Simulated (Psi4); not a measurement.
# SiH3Cl (chlorosilane) at B2PLYP/aug-cc-pVDZ (density fitting for correlation)

Aim: the vertical singlet–triplet gap of SiH3Cl (chlorosilane) at B2PLYP/aug-cc-pVDZ (density fitting for correlation), from 2 runs. 

The calculation is run with Psi4 1.11.

9 further runs of the same task are left out: 7 that didn't finish, 2 set aside as unsound or not needed.

### 1 Starting point

SiH3Cl has 5 atoms, charge 0, and is taken as a singlet. SMILES: `[SiH3]Cl`. The shape is that of a PBE0-D4/def2-TZVP optimisation.

Bond lengths: Si1–Cl2 2.054 Å, Si1–H3 1.481 Å, Si1–H4 1.481 Å, Si1–H5 1.481 Å. Angles: Cl2–Si1–H3 108.5°, Cl2–Si1–H4 108.5°, Cl2–Si1–H5 108.5°, H3–Si1–H4 110.4°, H3–Si1–H5 110.4°, H4–Si1–H5 110.4°.

### 2 The energy at B2PLYP/aug-cc-pVDZ (density fitting for correlation)

calc.py

```python
import psi4

psi4.set_memory(1600000000)
psi4.set_num_threads(1)
psi4.core.set_output_file('psi4.out', False)

mol = psi4.geometry("""
Si    -0.21164933     0.03514891    -0.05839254
Cl     3.47388353    -0.97037436     0.62342065
H     -1.79694057    -0.92275327     2.03920346
H     -1.01043656    -1.10681259    -2.48480088
H     -0.36055974     2.82589645    -0.19785433
units bohr
symmetry c1
""")

psi4.set_options({
    'basis': 'aug-cc-pVDZ',
    'reference': 'rks',
    'puream': True,
    'e_convergence': 1e-09,
    'd_convergence': 1e-08,
    'scf_type': 'pk',
    'dft_radial_points': 99,
    'dft_spherical_points': 590,
    'num_frozen_docc': 10,
})

energy_value, wavefunction = psi4.energy('b2plyp', molecule=mol, return_wfn=True)
print(f'total energy {energy_value:.8f} hartree = {energy_value * 27.211386:.5f} eV')
for k, v in sorted(psi4.core.scalar_variables().items()):
    print(f'{k:45s} {v:18.10f}')
```

Run with:

```sh
$ python calc.py
```

psi4.out:

```text
=> Loading Basis Set <=

    Name: AUG-CC-PVDZ
    Role: ORBITAL
    Keyword: BASIS

         ---------------------------------------------------------
                                   SCF
                              RKS Reference
                        1 Threads,   1525 MiB Core
         ---------------------------------------------------------

  ==> Geometry <==

    Molecular point group: c1
    Full point group: C1

    Geometry (in Bohr), charge = 0, multiplicity = 1:

       Center              X                  Y                   Z               Mass
    ------------   -----------------  -----------------  -----------------  -----------------
         SI          -1.914923055464     0.522451032791    -0.354260281564    27.976926534650
         CL           1.770609804536    -0.483072237209     0.327552908436    34.968852682000
         H           -3.500214295464    -0.435451147209     1.743335718436     1.007825032230
         H           -2.713710285464    -0.619510467209    -2.780668621564     1.007825032230
         H           -2.063833465464     3.313198572791    -0.493722071564     1.007825032230

  Running in c1 symmetry.

  Rotational constants: A =      2.82833  B =      0.22178  C =      0.22178 [cm^-1]
  Rotational constants: A =  84791.31667  B =   6648.76103  C =   6648.74168 [MHz]
  Nuclear repulsion =   86.337218276030725

  Charge       = 0
  Multiplicity = 1
  Electrons    = 34
  Nalpha       = 17
  Nbeta        = 17

  ==> Algorithm <==

  SCF Algorithm Type is PK.
  DIIS enabled.
  MOM disabled.
  Fractional occupation disabled.
  Guess Type is SAD.
  Energy threshold   = 1.00e-09
  Density threshold  = 1.00e-08
  Integral threshold = 1.00e-12

  ==> Primary Basis <==

  Basis Set: AUG-CC-PVDZ
    Blend: AUG-CC-PVDZ
    Number of shells: 37
    Number of basis functions: 81
    Number of Cartesian functions: 85
    Spherical Harmonics?: true
    Max angular momentum: 2

  ==> DFT Potential <==

   => LibXC <=

    Version 7.1.2

   => Composite Functional: B2PLYP <=

    B2PLYP Double Hybrid Exchange-Correlation Functional

    Deriv               =              1
    GGA                 =           TRUE
    Meta                =          FALSE

    Exchange Hybrid     =           TRUE
    MP2 Hybrid          =           TRUE

   => Exchange Functionals <=

    0.4700     XC_GGA_X_B88

   => Exact (HF) Exchange <=

    0.5300               HF

   => Correlation Functionals <=

    0.7300     XC_GGA_C_LYP

   => MP2 Correlation <=

    0.2700       MP2

   => LibXC Density Thresholds  <==

    XC_GGA_C_LYP:  1.00E-14
    XC_GGA_X_B88:  1.00E-15

   => Molecular Quadrature <=

    Radial Scheme          =       TREUTLER
    Pruning Scheme         =           NONE
    Nuclear Scheme         =       TREUTLER

    Blocking Scheme        =         OCTREE
    BS radius alpha        =              1
    Pruning alpha          =              1
    Radial Points          =             99
    Spherical Points       =            590
    Total Points           =         282715
    Total Blocks           =           2093
    Max Points             =            256
    Max Functions          =             81
    Weights Tolerance      =       1.00E-15

  ==> Integral Setup <==

  Using in-core PK algorithm.
   Calculation information:
      Number of atoms:                   5
      Number of AO shells:              37
      Number of primitives:            127
      Number of atomic orbitals:        85
      Number of basis functions:        81

      Integral cutoff                 1.00e-12
      Number of threads:                 1

  Performing in-core PK
  Using 11032362 doubles for integral storage.
  We computed 247409 shell quartets total.
  Whereas there are 247456 unique shell quartets.

  ==> DiskJK: Disk-Based J/K Matrices <==

    J tasked:                  Yes
    K tasked:                  Yes
    wK tasked:                  No
    Memory [MiB]:              486
    Schwarz Cutoff:          1E-12

  Cached 100.0% of DFT collocation blocks in 0.642 [GiB].

  Minimum eigenvalue in the overlap matrix is 4.1179398614E-04.
  Reciprocal condition number of the overlap matrix is 5.4572590453E-05.
    Using symmetric orthogonalization.

  ==> Pre-Iterations <==

  SCF Guess: Superposition of Atomic Densities via on-the-fly atomic UHF (no occupation information).

   -------------------------
    Irrep   Nso     Nmo
   -------------------------
     A         81      81
   -------------------------
    Total      81      81
   -------------------------

  ==> Iterations <==

                        Total Energy        Delta E     RMS |[F,P]|

   @RKS iter SAD:  -750.85046590372838   -7.50850e+02   0.00000e+00
   @RKS iter   1:  -751.15695619406631   -3.06490e-01   1.95338e-03 DIIS/ADIIS
   @RKS iter   2:  -751.17125871100188   -1.43025e-02   9.27074e-04 DIIS/ADIIS
   @RKS iter   3:  -751.17442070992115   -3.16200e-03   1.26663e-04 DIIS/ADIIS
   @RKS iter   4:  -751.17450261673855   -8.19068e-05   3.09436e-05 DIIS
   @RKS iter   5:  -751.17450795351101   -5.33677e-06   8.99777e-06 DIIS
   @RKS iter   6:  -751.17450830114331   -3.47632e-07   1.60523e-06 DIIS
   @RKS iter   7:  -751.17450831450515   -1.33618e-08   1.26617e-07 DIIS
   @RKS iter   8:  -751.17450831461895   -1.13801e-10   1.78830e-08 DIIS
   @RKS iter   9:  -751.17450831462077   -1.81899e-12   2.14139e-09 DIIS
  Energy and wave function converged.

  ==> Post-Iterations <==

   Electrons on quadrature grid:
      Ntotal   =   34.0000001959 ; deviation = 1.959e-07

    Orbital Energies [Eh]
    ---------------------

    Doubly Occupied:

       1A   -102.918040     2A    -67.298663     3A     -9.916610
       4A     -7.554717     5A     -7.550081     6A     -7.550081
       7A     -5.684581     8A     -3.940010     9A     -3.937169
      10A     -3.937169    11A     -0.947137    12A     -0.632058
      13A     -0.453802    14A     -0.448498    15A     -0.448490
      16A     -0.375639    17A     -0.375633

    Virtual:

      18A      0.012105    19A      0.014887    20A      0.039311
      21A      0.039312    22A      0.059290    23A      0.059294
      24A      0.080758    25A      0.095770    26A      0.111292
      27A      0.111294    28A      0.118618    29A      0.142936
      30A      0.142942    31A      0.173144    32A      0.173149
      33A      0.179295    34A      0.240638    35A      0.281929
      36A      0.281932    37A      0.297380    38A      0.297382
      39A      0.307789    40A      0.359627    41A      0.366902
      42A      0.398892    43A      0.398896    44A      0.459137
      45A      0.459140    46A      0.482719    47A      0.482721
      48A      0.495821    49A      0.516817    50A      0.521199
      51A      0.521202    52A      0.590920    53A      0.599768
      54A      0.599771    55A      0.719807    56A      0.719813
      57A      0.722350    58A      0.848450    59A      0.855947
      60A      0.855958    61A      0.935866    62A      0.935872
      63A      0.983713    64A      1.089053    65A      1.199143
      66A      1.199167    67A      1.301339    68A      1.301344
      69A      1.357387    70A      1.373962    71A      1.373965
      72A      1.579118    73A      1.624183    74A      1.730870
      75A      1.730877    76A      1.829712    77A      1.936227
      78A      1.936244    79A      1.988519    80A      2.140468
      81A      2.140500

    Final Occupation by Irrep:
              A
    DOCC [    17 ]
    NA   [    17 ]
    NB   [    17 ]

  @RKS Final Energy:  -751.17450831462077

   => Energetics <=

    Nuclear Repulsion Energy =             86.3372182760307254
    One-Electron Energy =               -1209.9709619206303159
    Two-Electron Energy =                 396.4423389845165957
    DFT Exchange-Correlation Energy =     -23.9831036545376186
    Empirical Dispersion Energy =           0.0000000000000000
    VV10 Nonlocal Energy =                  0.0000000000000000
    Total Energy =                       -751.1745083146207662

Computation Completed

Properties will be evaluated at   0.000000,   0.000000,   0.000000 [a0]

Properties computed using the SCF density matrix

 Multipole Moments:

 ------------------------------------------------------------------------------------
     Multipole            Electronic (a.u.)      Nuclear  (a.u.)        Total (a.u.)
 ------------------------------------------------------------------------------------

 L = 1.  Multiply by 2.5417464519 to convert [e a0] to [Debye]
 Dipole X            :          4.4388271           -4.9863141           -0.5474871
 Dipole Y            :         -1.2109114            1.3603234            0.1494120
 Dipole Z            :          0.8209426           -0.9222995           -0.1013569
 Magnitude           :                                                    0.5764887

 ------------------------------------------------------------------------------------

	total time  =         17 seconds =       0.28 minutes

   => Loading Basis Set <=

    Name: (AUG-CC-PVDZ AUX)
    Role: RIFIT
    Keyword: DF_BASIS_MP2

	 --------------------------------------------------------
	                          DF-MP2
	      2nd-Order Density-Fitted Moller-Plesset Theory
	              RMP2 Wavefunction,   1 Threads

	 --------------------------------------------------------

   => Auxiliary Basis Set <=

  Basis Set: (AUG-CC-PVDZ AUX)
    Blend: AUG-CC-PVDZ-RI
    Number of shells: 83
    Number of basis functions: 253
    Number of Cartesian functions: 295
    Spherical Harmonics?: true
    Max angular momentum: 3

	 --------------------------------------------------------
	                 NBF =    81, NAUX =   253
	 --------------------------------------------------------
	   CLASS    FOCC     OCC    AOCC    AVIR     VIR    FVIR
	   PAIRS      10      17       7      64      64       0
	 --------------------------------------------------------

	-----------------------------------------------------------
	 ==================> DF-MP2 Energies <====================
	-----------------------------------------------------------
	 Reference Energy          =    -751.1745083146207662 [Eh]
	 Singles Energy            =      -0.0000000000000000 [Eh]
	 Same-Spin Energy          =      -0.0689519805225546 [Eh]
	 Opposite-Spin Energy      =      -0.2463843274648453 [Eh]
	 Correlation Energy        =      -0.3153363079874000 [Eh]
	 Total Energy              =    -751.4898446226081887 [Eh]
	-----------------------------------------------------------
	 ================> DF-SCS-MP2 Energies <==================
	-----------------------------------------------------------
	 SCS Same-Spin Scale       =       0.3333333333333333 [-]
	 SCS Opposite-Spin Scale   =       1.2000000000000000 [-]
	 SCS Same-Spin Energy      =      -0.0229839935075182 [Eh]
	 SCS Opposite-Spin Energy  =      -0.2956611929578144 [Eh]
	 SCS Correlation Energy    =      -0.3186451864653326 [Eh]
	 SCS Total Energy          =    -751.4931535010861126 [Eh]
	-----------------------------------------------------------

    B2PLYP Energy Summary
    ---------------------
    DFT Reference Energy                  =  -751.1745083146207662
    Scaled MP2 Correlation                =    -0.0851408031565980
    @Final double-hybrid DFT total energy =  -751.2596491177773714

	total time  =          0 seconds =       0.00 minutes
```

Standard output:

```text
total energy -751.25964912 hartree = -20442.81630 eV
B2PLYP DOUBLE-HYBRID CORRECTION ENERGY             -0.0851408032
B2PLYP TOTAL ENERGY                              -751.2596491178
CURRENT ENERGY                                   -751.2596491178
CURRENT REFERENCE ENERGY                         -751.1745083146
DD SOLVATION ENERGY                                 0.0000000000
DFT FUNCTIONAL TOTAL ENERGY                      -751.1745083146
DFT TOTAL ENERGY                                 -751.2596491178
DFT VV10 ENERGY                                     0.0000000000
DFT XC ENERGY                                     -23.9831036545
DOUBLE-HYBRID CORRECTION ENERGY                    -0.0851408032
GRID ELECTRONS ALPHA                               17.0000000980
GRID ELECTRONS BETA                                17.0000000980
GRID ELECTRONS TOTAL                               34.0000001959
NUCLEAR REPULSION ENERGY                           86.3372182760
ONE-ELECTRON ENERGY                             -1209.9709619206
PCM POLARIZATION ENERGY                             0.0000000000
PE ENERGY                                           0.0000000000
SCF ITERATION ENERGY                             -751.1745083146
SCF ITERATIONS                                      9.0000000000
SCF TOTAL ENERGY                                 -751.1745083146
TWO-ELECTRON ENERGY                               396.4423389845
XC GRID RADIAL POINTS                              99.0000000000
XC GRID SPHERICAL POINTS                          590.0000000000
XC GRID TOTAL POINTS                           282715.0000000000
```

Wall time 19 s (1 thread of Intel Xeon Platinum 8259CL at 2.50GHz (Skylake/Cascade Lake), shared host); peak memory 1 GiB.

[end of part 1 of 2]
